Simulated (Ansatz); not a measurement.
Cartesian coordinates (Å):
```xyz
5

Si     0.0000     0.0000     0.0000
H     -0.5065     1.3890     0.1357
H      1.1457    -0.0190    -0.9442
H     -1.0831    -0.8733    -0.5184
H      0.4439    -0.4967     1.3269
```
Charge 0, spin multiplicity 1.

Computed with frozen-core CCSD(T)/cc-pVTZ // PBE0-D3(BJ)/def2-TZVP run with Ansatz (a first-principles code).

| Quantity | Result |
|---|---|
| HF energy | -291.26051 Ha |
| MP2 correlation energy | -0.14318 Ha |

Question: Estimate the CCSD correlation energy, the (T) correction, the total energy and the T1 diagnostic.

Answer: 
```json
{
 "CCSD correlation energy": "-0.17300 Ha",
 "(T) correction": "-0.00383 Ha",
 "CCSD(T) total energy": "-291.43734 Ha",
 "T1 diagnostic": "0.011"
}
```
